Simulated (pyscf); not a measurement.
Structures and frequencies: ωB97X-D3(BJ)/def2-SVP in PySCF. MP2 and CC: frozen core, UHF for open shells. ΔMP2 is the change of the MP2 total energy from the triple- to the quadruple-zeta basis.

**Question.** Estimate by transition-state theory the rate constant of H₃C–OH (SMILES CO) + CH₃• (SMILES [CH3]) → H₃C–O• (SMILES C[O]) + CH₄ (SMILES C) (doublet surface; H–O broken, C–H formed) at 298 K, with CCSD(T)/def2-TZVPP + ΔMP2(QZVPP) energies (ideal gas, 1 atm, RRHO with modes under 100 cm⁻¹ raised to 100, one conformer, R ln 2 for chiral ones without a mode under 150 cm⁻¹; no tunnelling).

**Answer.** The electronic barrier is 13.6 kcal/mol and the thermal terms add +7.0, so ΔG‡ = 20.7 kcal/mol. With k_BT/h = 6.21e+12 s⁻¹ and RT = 0.592 kcal/mol, and a volume of 4.06e-20 cm³ per molecule at 1 atm, k = 1.8e-22 cm³ molecule⁻¹ s⁻¹. Wigner's tunnelling factor for 1862i cm⁻¹ would be 4.37, likely too low at so high a frequency. A shift of 1 kcal/mol in the barrier changes k by a factor 5.4. H₃C–O• lies 7.0 kcal/mol over its isomer •H₂C–OH (electronic energy, ωB97M-D3(BJ)). One saddle was located; it need not be the lowest between these sides. The angle at the transferred H is 171°. The CCSD(T) − MP2 part came from Ansatz, without density fitting, on the same reference.
